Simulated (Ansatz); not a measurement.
Process, species as SMILES: [SiH3] (SiH3) → SiH3+ (singlet, bonded as [SiH3]) + e-
B3LYP-D3(BJ)/def2-TZVP geometries, fixed; electronic energies without zero-point terms.
Largest species:
```
Si
H 1 1.4828
H 1 1.4828 2 111.02
H 1 1.4828 2 111.02 3 124.02
```
Charge 0, spin multiplicity 2.

Core correlation in the adiabatic ionisation energy at MP2 with Ansatz (an electronic-structure program), in eV: frozen core against 1s of Al to Cl frozen alone. Core-valence sets carry the plain set on hydrogen. Open shells are unrestricted.

| basis | functions, most | frozen core |
|---|---|---|
| cc-pV(D+d)Z | 38 | 7.866 |
| cc-pCVDZ | 42 | 7.868 |
| cc-pV(T+d)Z | 81 | 7.952 |
| cc-pwCVTZ | 101 | 7.950 |
| cc-pCVTZ | 101 | 7.953 |
| cc-pV(Q+d)Z | 154 | 7.973 |
| cc-pCVQZ | 199 | 7.972 |
| cc-pwCVQZ | 199 | 7.972 |

### Question
How large is the core term in each set?

### Answer
The largest core-valence set, cc-pwCVQZ, gives a core term of 0.021 eV; the valence set cc-pV(Q+d)Z, which lacks functions for the core, gives 0.000. By row: cc-pV(D+d)Z 0.011, cc-pCVDZ 0.007, cc-pV(T+d)Z 0.010, cc-pwCVTZ 0.017, cc-pCVTZ 0.014, cc-pV(Q+d)Z 0.000, cc-pCVQZ 0.020, cc-pwCVQZ 0.021.
